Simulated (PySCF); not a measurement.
# The bond of SF+, level by level

One table from this session's results is given with a row withheld; the runs are named, their logs left out.

Method: S def2-TZVPPD, F def2-TZVPPD, no relativity; program: PySCF 2.14.0.

The first run:

The job is set up so:

```
atoms                         : S, F
charge                        : 1
basis                         : S def2-TZVPPD, F def2-TZVPPD
Hamiltonian                   : no relativity
basis functions               : 91
electrons treated             : 24
masses in u                   : 31.9721, 18.9984
levels                        : PBE0, PBE, r²SCAN, MN15, r²SCAN0, TPSSh, BHandHLYP, BLYP, HSE06, HF, MP2, SCS-MP2, CCSD, CCSD(T)
grid                          : 80 radial by 434 angular points
occupations                   : held fixed by the projection of orbital angular momentum
dissociation limit            : S+ + F, each in its ground configuration
starting distance in angstrom : 1.700
values of 2S to try           : 0, 2, 4
```

Command:

```sh
$ OMP_NUM_THREADS=2 python dia.py task.json out
```

Steps of the session up to this table: The job; PBE0 along the bond; Excited determinants; PBE (GGA); r²SCAN (meta-GGA); MN15 (hybrid meta-GGA); r²SCAN0; TPSSh; BHandHLYP; BLYP (GGA); HSE06 (range-separated hybrid); UHF (mean field); Correlated methods on the Hartree–Fock reference.

One table of the session follows, with a row left open; its other results are not shown here.

It belongs to the step «The curves together». Energy (eV) from each level's lowest point:

```
R (Å)    UHF  UHF-MP2  UHF-SCS-MP2  UHF-CCSD  UHF-CCSD(T)
1.296  1.334    1.693        1.678       n/a          n/a
1.356  0.514    0.759        0.751     0.726        0.784
1.417  0.107    0.243        0.240     0.225        0.261
1.462      ?        ?            ?         ?            ?
1.507  0.018    0.000        0.000     0.000        0.000
1.552  0.132    0.042        0.041     0.048        0.030
1.613  0.390    0.211        0.206     0.222        0.179
1.688  0.826    0.543        0.529     0.554        0.483
1.778  1.420    1.182        1.163     1.037        0.948
1.899  1.821    2.660        2.637       n/a          n/a
```

Q: Estimate the row for R (Å) = 1.462 from the others.

Worked estimate for «UHF». A straight line through the neighbours (1.417, 0.107) and (1.507, 0.018) gives 0.107 + (0.018 − 0.107) × (1.462 − 1.417) / (1.507 − 1.417) = 0.062; a parabola fitted to 4 rows on both sides gives -0.006.

**Answer.** UHF: 0.000; UHF-MP2: 0.057; UHF-SCS-MP2: 0.056; UHF-CCSD: 0.049; UHF-CCSD(T): 0.067. In «UHF» the line misses by +0.062 and the parabola by -0.006.
